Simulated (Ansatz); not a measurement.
**doublet CH2ClF− at 6 levels**

Wanted: a comparison of 6 runs (UPBE/aug-cc-pVDZ, RPA@PBE/aug-cc-pVDZ, RPA@PBE0/aug-cc-pVDZ, UBCCD(T)/aug-cc-pVDZ, UCCSD/aug-cc-pVDZ, UCCSD(T)/aug-cc-pVDZ) of doublet CH2ClF−. 

Program for the calculation: Ansatz 0.2.0.

68 further runs of the same task are left out: 68 set aside as unsound or not needed.

## 1. Starting point

CH2ClF− has 5 atoms, charge -1, and is taken as a doublet. As SMILES of the parent species, `FCCl`. The coordinates come from a PBE0-D4/def2-TZVP relaxation. That shape belongs to the parent species and isn't relaxed for this state.

Bond lengths: F1–C2 1.355 Å, C2–Cl3 1.766 Å, C2–H4 1.089 Å, C2–H5 1.089 Å. Angles: F1–C2–Cl3 110.5°, F1–C2–H4 109.3°, F1–C2–H5 109.3°, Cl3–C2–H4 107.8°, Cl3–C2–H5 107.8°, H4–C2–H5 112.3°.

## 2. A single-point energy at UPBE/aug-cc-pVDZ (run 1)

Input file input.yaml:

```yaml
basis:
  gaussian: {orbitals: aug-cc-pVDZ}
crystal:
  periodic: [false, false, false]
  atoms:
    - {symbol: F, position_ang: [-0.970450, 0.560520, 0.766500]}
    - {symbol: C, position_ang: [0.083560, 0.089320, 0.058070]}
    - {symbol: Cl, position_ang: [-0.422970, -1.232890, -0.998060]}
    - {symbol: H, position_ang: [0.832130, -0.302600, 0.745580]}
    - {symbol: H, position_ang: [0.477720, 0.885670, -0.572080]}
total_charge: -1
magnetization: {spin_polarized: true, initial_magnetization: 1}
hamiltonian: {xc: pbe}
accuracy: high
output: {orbitals: {seedname: orbitals}}
```

Run with:

```console
$ ansatz run input.yaml --threads 1 --pin off --max-ram 3480MiB --events-out events.jsonl --progress --plain --runs-dir runs
```

The program printed:

```text
Warning: RAYON_NUM_THREADS=1 ignored (pool sized by the plan → 1); use --threads N
Functional definition: PBE
  name "PBE"
  parameter kappa = 0.804
  parameter beta = 0.06672455060314922
  exchange = pbe_x(kappa = kappa, mu = beta*pi^2/3)
  correlation = pbe_c(beta = beta)
1830 factors; integrals over basis functions are off by at most 4.1e-9 eV
mean field evaluation 1: about -16295.9305 eV, gradient 3.3e1 eV
mean field evaluation 2: about -16289.7344 eV, gradient 5.5e1 eV
mean field evaluation 4: about -16299.9617 eV, gradient 2.8e0 eV
mean field evaluation 8: about -16299.9941 eV, gradient 6.5e-2 eV
mean field evaluation 16: about -16299.9942 eV, gradient 3.4e-5 eV
mean field evaluation 32: about -16299.9280 eV, gradient 2.1e0 eV
mean field -16299.99415801 eV, -599.0137367741 hartree, gradient 1.9e-8 eV, S^2 0.750055; 5 other end points of the search recorded, 0 dependent functions left out
reference -16299.99416077 eV, -599.0137368756 hartree; 18, 17 occupied and 73, 74 virtual orbitals, 1830 factors
Total energy: -16299.99416077 eV, -599.0137368756 hartree
```

Run time: 23 s. Hardware: 1 thread of Arm Neoverse V2, shared host; peak memory 0.29 GiB.

## 3. The energy at RPA@PBE/aug-cc-pVDZ (run 2)

Input file job.yaml:

```yaml
basis:
  gaussian:
    orbitals: aug-cc-pVDZ
crystal:
  periodic: [false, false, false]
  atoms:
    - {symbol: F, position_ang: [-0.970450, 0.560520, 0.766500]}
    - {symbol: C, position_ang: [0.083560, 0.089320, 0.058070]}
    - {symbol: Cl, position_ang: [-0.422970, -1.232890, -0.998060]}
    - {symbol: H, position_ang: [0.832130, -0.302600, 0.745580]}
    - {symbol: H, position_ang: [0.477720, 0.885670, -0.572080]}
total_charge: -1
magnetization:
  spin_polarized: true
  initial_magnetization: 1
hamiltonian:
  xc: pbe
correlation:
  method: rpa
  frozen_orbitals: {C: 1, Cl: 5, F: 1, H: 0}
accuracy: high
```

Run with:

```console
$ ansatz run job.yaml --threads 1 --pin off --max-ram 3480MiB --events-out events.jsonl --progress --plain --runs-dir runs
```

The program printed, cut to the lines that bear on the results:

```text
Warning: RAYON_NUM_THREADS=1 ignored (pool sized by the plan → 1); use --threads N
Functional definition: PBE
  name "PBE"
[...]
1830 factors; integrals over basis functions are off by at most 4.1e-9 eV
[...]
mean field -16299.99415801 eV, -599.0137367741 hartree, gradient 2.1e-8 eV, S^2 0.750055; 7 other end points of the search recorded, 0 dependent functions left out
7 core orbitals not correlated: weight in the atoms' cores, before any rotation towards them, 1.000 or more for the frozen orbitals, at most 0.000 for the correlated occupied ones
reference -16270.21350006 eV, -597.9193177804 hartree; 11, 10 occupied and 73, 74 virtual orbitals, 1830 factors
Total energy: -16291.84071318 eV, -598.7141032031 hartree
```

Run time: 29 s. Hardware: 1 thread of Arm Neoverse V2, shared host; peak memory 0.38 GiB.

Run 3 isn't shown in full; the table further down has it.

## 4. A single-point energy at UBCCD(T)/aug-cc-pVDZ (run 4)

Input file molecule.yaml:

```yaml
crystal:
  periodic: [false, false, false]
  atoms:
    - symbol: F
      position_ang: [-0.970450, 0.560520, 0.766500]
    - symbol: C
      position_ang: [0.083560, 0.089320, 0.058070]
    - symbol: Cl
      position_ang: [-0.422970, -1.232890, -0.998060]
    - symbol: H
      position_ang: [0.832130, -0.302600, 0.745580]
    - symbol: H
      position_ang: [0.477720, 0.885670, -0.572080]
basis:
  gaussian:
    orbitals: aug-cc-pVDZ
correlation:
  method: bccd_t
  frozen_orbitals: {C: 1, Cl: 5, F: 1, H: 0}
scf:
  omitted_lower_state_checks: [cluster_reference, increment]
magnetization:
  spin_polarized: true
  initial_magnetization: 1
total_charge: -1
accuracy: high
```

Run with:

```console
$ ansatz run molecule.yaml --threads 1 --pin off --max-ram 3480MiB --events-out events.jsonl --progress --plain --runs-dir runs
```

The program printed:

```text
Warning: RAYON_NUM_THREADS=1 ignored (pool sized by the plan → 1); use --threads N
[... 14 lines left out ...]
7 core orbitals not correlated: weight in the atoms' cores, before any rotation towards them, 1.000 or more for the frozen orbitals, at most 0.000 for the correlated occupied ones
[... 31 lines left out ...]
WARN: these amplitudes may be one of several solutions (largest doubles amplitude 0.03, level shift 0.15 eV)
Total energy: -16285.86894564 eV, -598.4946447937 hartree
Checks for a lower state left out: cluster_reference, increment
```

It took 41 s on 1 thread of Arm Neoverse V2, shared host; peak memory 1.1 GiB.

Run 5 isn't shown in full; the table further down has it.

## 5. The energy at UCCSD(T)/aug-cc-pVDZ (run 6)

Input file in.yaml:

```yaml
crystal:
  periodic: [false, false, false]
  atoms:
    - {symbol: F, position_ang: [-0.970450, 0.560520, 0.766500]}
    - {symbol: C, position_ang: [0.083560, 0.089320, 0.058070]}
    - {symbol: Cl, position_ang: [-0.422970, -1.232890, -0.998060]}
    - {symbol: H, position_ang: [0.832130, -0.302600, 0.745580]}
    - {symbol: H, position_ang: [0.477720, 0.885670, -0.572080]}
basis:
  gaussian: {orbitals: aug-cc-pVDZ}
magnetization: {spin_polarized: true, initial_magnetization: 1}
total_charge: -1
scf: {omitted_lower_state_checks: [cluster_reference, increment]}
correlation: {method: ccsd_t, frozen_orbitals: {C: 1, Cl: 5, F: 1, H: 0}}
accuracy: high
```

Run with:

```console
$ ansatz run in.yaml --threads 1 --pin off --max-ram 3480MiB --events-out events.jsonl --progress --plain --runs-dir runs
```

The program printed:

```text
Warning: RAYON_NUM_THREADS=1 ignored (pool sized by the plan → 1); use --threads N
[... 14 lines left out ...]
7 core orbitals not correlated: weight in the atoms' cores, before any rotation towards them, 1.000 or more for the frozen orbitals, at most 0.000 for the correlated occupied ones
[... 31 lines left out ...]
WARN: these amplitudes may be one of several solutions (largest doubles amplitude 0.03, level shift 0.15 eV)
Total energy: -16285.86246201 eV, -598.4944065250 hartree
Checks for a lower state left out: cluster_reference, increment
```

Wall time 34 s (1 thread of Arm Neoverse V2, shared host); peak memory 0.83 GiB.

## 6. Overview of the runs

```tsv
run	level	frozen core orbitals	energy (Eh)	⟨S²⟩	wall time
1	UPBE/aug-cc-pVDZ	–	-599.013737	0.750	23 s
2	RPA@PBE/aug-cc-pVDZ	7	-598.714103	0.750	29 s
3	RPA@PBE0/aug-cc-pVDZ	7	-598.654700	0.750	48 s
4	UBCCD(T)/aug-cc-pVDZ	7	-598.494645	0.750	41 s
5	UCCSD/aug-cc-pVDZ	7	-598.478972	0.750	30 s
6	UCCSD(T)/aug-cc-pVDZ	7	-598.494407	0.750	34 s
```

## 7. Results

```
                                          quantity          value
                               run 6: total energy  -598.49441 Eh
run 6: correlation energy (7 core orbitals frozen)     -544.4 mEh
                             run 6: (T) correction     -15.43 mEh
          run 6: ⟨S²⟩ of the reference determinant          0.750
                              run 6: T1 diagnostic          0.017
```

What this shows: In run 1 the HOMO lies above zero, so the outermost electron may be held by the basis alone. All runs together took 3.4 min, the longest 48 s.
